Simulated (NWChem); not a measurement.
Lowest excitation of methanethiol (CH₄S)

```xyz
6

C      1.0468     0.4733     0.0000
S     -0.5720    -0.3413     0.0000
H      1.1988     1.0855     0.8999
H      1.7951    -0.3313     0.0000
H      1.1988     1.0855    -0.8999
H     -1.3215     0.7816     0.0000
```
Charge 0, spin multiplicity 1.

All runs are NWChem calculations. The geometry was optimised at PBE0/def2-SVP, a minimum by its harmonic frequencies.

Basis set: aug-cc-pVDZ.

The cost column gives rough processor time relative to TD-PBE; each entry includes its own SCF.

The correlated methods keep 6 core orbitals frozen. B3LYP has NWChem's definition, with VWN1-RPA local correlation. Coupled-cluster values serve here as a point of comparison, not as the truth.

```tsv
method	lowest vertical singlet excitation energy (eV)	relative cost
TD-PBE	4.76	1
EOM-CCSD	[?]	under 3
TDA-PBE0	[?]	under 3
TD-B3LYP	[?]	under 3
CIS	[?]	under 3
```

Complete the blanks.


- EOM-CCSD, lowest vertical singlet excitation energy (eV): 5.43
- TDA-PBE0, lowest vertical singlet excitation energy (eV): 5.23
- TD-B3LYP, lowest vertical singlet excitation energy (eV): 5.03
- CIS, lowest vertical singlet excitation energy (eV): 5.84
